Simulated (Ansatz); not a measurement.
**Competing steps**

Reactants: CH₆Si ([CH3][SiH3]) + H₂S (brackets give SMILES or just the links). Saddle points were found for several chosen steps; others may exist. Gas-phase electronic energies, without zero-point energy, by CCSD(T) at an estimated basis limit (MP2 extrapolated from triple and quadruple zeta, plus CCSD(T) − MP2 in triple zeta); Ansatz 0.2.0, def2-TZVPP and QZVPP, frozen cores, on PBE0-D4/def2-TZVP structures. Extrapolation: Hartree–Fock as exp(−7.88 √X), correlation as X^−2.97. No counterpoise correction.

**Question.** Rank the steps by the energy of their saddle points, lowest first, and give each saddle's height above the lowest. (An estimate is asked for; the value comes from the calculation.)
A. four-centre ligand exchange, to SiH₄S ([SiH3][SH]) + CH₄ (breaks or loosens C–Si, H–S; forms C–H, S–Si)
B. four-centre ligand exchange, to CH₆SSi ([CH3][SiH2][SH]) + H₂ (breaks or loosens H–S, H–Si; forms H–H, S–Si)

**Answer.** By the calculation: B (0.0 kJ/mol), A (29.5 kJ/mol). Heights count from the lowest.

The lowest of these saddles lies at 201.2 kJ/mol relative to the separated reactants.

**Question.** Does the lowest of these saddles lead to the lowest end structure (the products still in contact)? (Judge from chemistry; the calculation decides.)

**Answer.** The calculation gives: No: the step over a higher saddle ends lower. Relative to the separated reactants, the ends lie at -43.3 (CH₆SSi ([CH3][SiH2][SH]) + H₂); -66.0 (SiH₄S ([SiH3][SH]) + CH₄) kJ/mol.

The T1 diagnostic stays at or below 0.013.

For scale, one of the runs: CCSD(T)/def2-TZVPP, 227 basis functions, launched by `ansatz run in.yaml --threads 4 --pin off --events-out ev --progress --plain --max-ram 9574MiB`. The run took 46 s on 4 CPU threads of an Arm Neoverse V2 (shared host), with 3.5 GiB of host memory at its peak.
